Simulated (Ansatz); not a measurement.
# LaGaO3 (Pnma, No. 62)

Computed with PBEsol+SOC in Ansatz (plane waves, PAW).

Settings: plane-wave cutoff 520 eV, 6×6×6 k mesh, Fermi–Dirac smearing 0.01 eV, PAW data made under PBE.

Cell (relaxed with PBEsol):

```cif
data_Ga4La4O12
_chemical_formula_sum 'La4 Ga4 O12'
_space_group_name_H-M_alt 'P 1'
_space_group_IT_number 1
_cell_length_a 5.49588
_cell_length_b 7.76706
_cell_length_c 5.50041
_cell_angle_alpha 90.000
_cell_angle_beta 90.000
_cell_angle_gamma 90.000
loop_
_space_group_symop_operation_xyz
  'x, y, z'
loop_
_atom_site_label
_atom_site_type_symbol
_atom_site_fract_x
_atom_site_fract_y
_atom_site_fract_z
_atom_site_occupancy
La1 La 0.47226 0.75000 0.49328 1
La2 La 0.52774 0.25000 0.50672 1
La3 La 0.02774 0.25000 0.99328 1
La4 La 0.97226 0.75000 0.00672 1
Ga1 Ga 0.50000 0.50000 0.00000 1
Ga2 Ga 0.00000 0.50000 0.50000 1
Ga3 Ga 0.00000 0.00000 0.50000 1
Ga4 Ga 0.50000 0.00000 0.00000 1
O1 O 0.27961 0.46041 0.72114 1
O2 O 0.72039 0.53959 0.27886 1
O3 O 0.22039 0.53959 0.22114 1
O4 O 0.77961 0.46041 0.77886 1
O5 O 0.77961 0.03959 0.77886 1
O6 O 0.22039 0.96041 0.22114 1
O7 O 0.72039 0.96041 0.27886 1
O8 O 0.27961 0.03959 0.72114 1
O9 O 0.48822 0.25000 0.07335 1
O10 O 0.51178 0.75000 0.92665 1
O11 O 0.01178 0.75000 0.57335 1
O12 O 0.98822 0.25000 0.42665 1
```

```json
{
  "band_gap": "3.68 eV (indirect)",
  "smallest_direct_gap_on_the_k_points_sampled": "3.77 eV"
}
```

The computed numbers hold no vibrational or temperature effects.

It cost roughly 120 core-minutes of CPU time.

Ansatz is a program for electronic structure.
